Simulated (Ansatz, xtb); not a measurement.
# Ranking isomers of H6N3P

3 gas-phase structures of H6N3P, found in a search over its isomers (lower ones may exist). Each was relaxed with GFN2-xTB; where two conformers were screened, the lower at r2SCAN-D4/def2-SVP is listed:

A. `NP(N)N`, a singlet
B. `N=[PH](N)N`, a singlet
C. `NNPN`, a singlet

Q: Which do you expect lowest at r2SCAN-D4/def2-SVP, and how would the others follow?

A: Calculated order at r2SCAN-D4/def2-SVP: A (0.000), B (0.722), C (1.521) eV.

Energies above the lowest of each column, in eV; the last columns are at PBE0-D3(BJ)/def2-SVP geometries:

```tsv
structure	GFN2-xTB	HF/STO-3G	r2SCAN-D4/def2-SVP	PBE0-D3(BJ)/def2-SVP	CCSD(T)/def2-SVP + ΔMP2/def2-TZVPP
A	0.000	0.000	0.000	0.000	0.000
B	0.383	4.036	0.722	0.795	0.493
C	1.527	0.921	1.521	1.552	1.866
```

Every level run on A puts it lowest or level with the lowest. Flexible structures stand in one conformer each, not always the lowest. The ΔMP2 step shifts differences by up to 0.675 eV, which makes them less sure. ΔMP2 is the change of the MP2 energy from the smaller to the larger basis.

Programs: Ansatz 0.2.0, xtb 6.7.1.
